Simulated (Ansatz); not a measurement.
Basis-set extrapolation for C3H5ClO, SMILES `ClCC1CO1` (PBE0-D4/def2-TZVP geometry, frozen core, Ansatz). Multiplicity 1, RHF reference.

```tsv
	def2-TZVPP	def2-QZVPP
HF	-650.917052	-650.938634
MP2 correlation	-0.925309	-0.995569
CCSD(T) correlation	-1.004940	not run
```

Energies in hartree. Use E(X) = E(∞) + A·exp(−7.88·√X) for Hartree–Fock and E(X) = E(∞) + B·X^(−2.97) for correlation, with X = 3 and 4, and add CCSD(T) minus MP2 of the smaller set to the MP2 limit.

Problem. What is the CCSD(T) energy at the basis-set limit?

Solution. HF limit: -650.938634 + (-0.021582) × 0.13774 = -650.94161. MP2 limit: -0.995569 + (-0.070260) × 0.74074 = -1.04761. Higher-order term: -1.004940 − (-0.925309) = -0.07963. Total: -652.06885 hartree, 4.00 eV below CCSD(T)/def2-TZVPP.
